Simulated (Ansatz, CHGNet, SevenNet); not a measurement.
Elastic constant C44 (GPa) of solids drawn from the class of alkali halides, from the machine-learned potential CHGNet 0.3.0 (trained on PBE and PBE+U data); the machine-learned potential CHGNet-r²SCAN (trained on r²SCAN data); the machine-learned potential SevenNet-0 (trained on PBE and PBE+U data); the machine-learned potential SevenNet-l3i5 (trained on PBE and PBE+U data); PBE in Ansatz (plane waves, PAW); r²SCAN (plane waves, PAW; Ansatz, a first-principles code).

```tsv
solid	CHGNet 0.3.0	CHGNet-r²SCAN	SevenNet-0	SevenNet-l3i5	PBE	r²SCAN
rock-salt NaI	4.61	3.03	6.93	7.38	7.06	___
rock-salt LiCl	18.9	14.0	25.4	23.5	24.9	___
rock-salt KBr	3.83	2.84	4.54	4.64	5.23	5.31
rock-salt KCl	4.95	2.75	4.16	6.68	6.62	6.50
rock-salt LiF	32.2	39.2	47.6	52.0	60.2	67.3
rock-salt KI	1.13	1.29	0.83	1.21	3.76	3.95
rock-salt KF	9.40	6.55	10.9	13.1	13.6	12.3
```

### Question
Fill in the missing entries.

### Answer

- rock-salt NaI, r²SCAN: 8.13
- rock-salt LiCl, r²SCAN: 27.4

The levels part most in proportion for rock-salt KI (0.83 to 3.95 GPa) and least for rock-salt KBr (2.84 to 5.31 GPa).

Each level is taken at its own relaxed cell. Ansatz's density-functional and Hartree–Fock values are scalar-relativistic unless marked +SOC, with PAW data made under PBE.

Machine-learned potentials (CHGNet 0.3.0, CHGNet-r²SCAN, SevenNet-0, SevenNet-l3i5) are trained on DFT data: a solid inside that data is no test of them.
